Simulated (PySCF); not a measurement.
Computed with PBE0/[C def2-TZVP, S def2-TZVP], no relativity, density fitting, PySCF. Open shells, if any, are unrestricted.

**Question.** What shape and geometry does isolated singlet CS2 take (every ligand bound to C)?

**Answer.** Counting electrons, carbon keeps none of its valence electrons outside its bonds, so the VSEPR class is AX2 and the expected shape is linear (D∞h), as computed. The lowest minimum found is a singlet of D∞h symmetry with C–S 1.548 Å (×2); S–C–S 180.0°. Its harmonic wavenumbers are 413 (πu), 693 (σg+), 1595 (σu+) cm⁻¹ and its dipole moment is 0.00 D.
